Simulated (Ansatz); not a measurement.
The input, for Ansatz 0.2.0:

```yaml
crystal:
  periodic: [false, false, false]
  atoms:
    - {symbol: Ga, position_ang: [0.000000, 0.024177, -0.039846]}
    - {symbol: H, position_ang: [0.000000, -1.288466, -0.472164]}
    - {symbol: H, position_ang: [0.353524, -0.191978, 1.614230]}
    - {symbol: H, position_ang: [-0.353524, -0.191978, 1.614230]}
basis:
  gaussian: {orbitals: cc-pVDZ}
magnetization: {spin_polarized: false, initial_magnetization: 2}
correlation: {method: sc_nevpt2, electrons: outside_noble_gas, active_space: {window: {electrons: 6, orbitals: 7}, shells: [{species: Ga, l: s, shell: 4}, {species: Ga, l: p, shell: 4}, {species: H, l: s, shell: 1}]}}
```

```sh
$ ansatz run in.yaml --threads 1 --pin off --events-out ev --progress --plain --max-ram 2393MiB
```

Output:

```
820 factors; integrals over basis functions are off by at most 1.5e-7 eV
mean field evaluation 1: about -52375.8119 eV, gradient 9.8e0 eV
mean field evaluation 2: about -52375.8177 eV, gradient 9.8e0 eV
mean field evaluation 4: about -52376.7554 eV, gradient 7.6e-1 eV
mean field evaluation 8: about -52376.7634 eV, gradient 9.2e-4 eV
mean field -52376.76341425 eV, -1924.8105532285 hartree, gradient 2.7e-6 eV, S^2 2.000000; 0 other end points of the search recorded, 0 dependent functions left out
reference -52376.76341425 eV, -1924.8105532285 hartree; 18, 16 occupied and 24, 26 virtual orbitals, 820 factors
state -52377.78112200 eV, -1924.8479532982 hartree
state -52377.78112200 eV, -1924.8479532982 hartree; corrected -52378.71786864 eV, -1924.8823781023 hartree
Total energy: -52378.71786864 eV, -1924.8823781023 hartree
Checks for a lower state left out: starts, orbital_swaps
```

Natural occupations: 1.9827 1.9743 1.0010 0.9996 0.0176 0.0160 0.0087.

For the same geometry and basis full CI lies 464.4 meV lower.

Ran on 1 thread of Arm Neoverse V2, shared host: 1.6 s wall, 0.11 GiB peak host memory.
